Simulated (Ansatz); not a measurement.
**C₂H₃ClFN: a ladder of functionals and wavefunction methods**

The task here is to estimate one member of a computed series from the others.

Method: functionals in def2-TZVPP, the program's frozen cores in correlated methods; program: Ansatz 0.2.0, Gaussian basis.

The runs, in order: LDA (SPW92), PBE-D4, revPBE-D4, BLYP-D4, r2SCAN-D4, B97M-V, PBE0-D4, B3LYP-D4, r2SCANh-D4, r2SCAN0-D4, HSE06-D4, BHLYP-D4, CAM-B3LYP-D4, LC-ωPBE, ωB97X-V, ωB97M-V, B2PLYP, PBE-QIDH; CCSD(T)/def2-SVP; CCSD(T)/def2-TZVPP; MP2/def2-QZVPP; extrapolation to the limit; RPA on PBE.

### The relaxed structure

The geometry comes from an earlier relaxation with PBE0-D4 in a triple-zeta def2 set; it is a stationary point, not always the lowest conformer.

SMILES `C/N=C(\F)Cl`, 8 atoms, charge 0, spin multiplicity 1.

Atoms are counted from 1 here; the program's logs count them from 0.

Bond lengths: C1–N2 1.443 Å, C1–H6 1.092 Å, C1–H7 1.093 Å, C1–H8 1.092 Å, N2–C3 1.234 Å, C3–F4 1.335 Å, C3–Cl5 1.711 Å. Angles: N2–C1–H6 108.4°, N2–C1–H7 114.4°, N2–C1–H8 108.4°, H6–C1–H7 109.2°, H6–C1–H8 107.0°, H7–C1–H8 109.2°, C1–N2–C3 121.1°, N2–C3–F4 126.1°, N2–C3–Cl5 123.8°, F4–C3–Cl5 110.2°.

The first run:

in.yaml reads:

```yaml
crystal:
  periodic: [false, false, false]
  atoms:
    - {symbol: C, position_ang: [-1.051688, 0.314709, 0.018055]}
    - {symbol: N, position_ang: [0.334903, 0.581390, -0.279020]}
    - {symbol: C, position_ang: [1.206390, -0.268195, -0.073835]}
    - {symbol: F, position_ang: [1.010681, -1.491450, 0.424998]}
    - {symbol: Cl, position_ang: [2.867495, -0.023917, -0.400857]}
    - {symbol: H, position_ang: [-1.403422, 1.068511, 0.725621]}
    - {symbol: H, position_ang: [-1.241333, -0.680223, 0.428265]}
    - {symbol: H, position_ang: [-1.630925, 0.442074, -0.898925]}
basis:
  gaussian: {orbitals: def2-TZVPP}
hamiltonian: {xc: lda}
output: {orbitals: {seedname: orbitals}}
```

Among the steps run: LDA; PBE-D4 (GGA); revPBE-D4 (GGA); BLYP-D4 (GGA); r2SCAN-D4 (meta-GGA); B97M-V (meta-GGA); PBE0-D4 (hybrid); B3LYP-D4 (hybrid); r2SCANh-D4 (hybrid); r2SCAN0-D4 (hybrid); HSE06-D4 (hybrid); BHLYP-D4 (hybrid); CAM-B3LYP-D4 (range-separated); LC-ωPBE (range-separated); ωB97X-V (range-separated); ωB97M-V (range-separated); B2PLYP (double hybrid); PBE-QIDH (double hybrid).

One table of the session follows, with a row left open; its other results are not shown here.

It belongs to the step «Frontier levels by functional». 

| functional | HOMO (eV) | gap (eV) |
| --- | --- | --- |
| LDA (SPW92) | -6.92 | 5.47 |
| PBE-D4 | -6.79 | 5.60 |
| revPBE-D4 | -6.74 | 5.64 |
| BLYP-D4 | -6.68 | 5.61 |
| r2SCAN-D4 | -7.16 | 6.17 |
| B97M-V | -7.32 | 6.49 |
| PBE0-D4 | -8.38 | 8.26 |
| B3LYP-D4 | -8.12 | 7.73 |
| r2SCANh-D4 | -7.74 | 7.15 |
| r2SCAN0-D4 | -8.62 | 8.63 |
| HSE06-D4 | ? | ? |
| BHLYP-D4 | -9.66 | 10.76 |
| CAM-B3LYP-D4 | -9.83 | 10.90 |
| LC-ωPBE | -11.20 | 13.48 |
| ωB97X-V | -10.81 | 13.05 |
| ωB97M-V | -10.68 | 12.86 |

**Question.** Estimate the row for HSE06-D4.

**Answer.** HOMO (eV): -7.97; gap (eV): 7.47. In the column «HOMO (eV)» it lies between B3LYP-D4 (-8.12) and r2SCANh-D4 (-7.74).
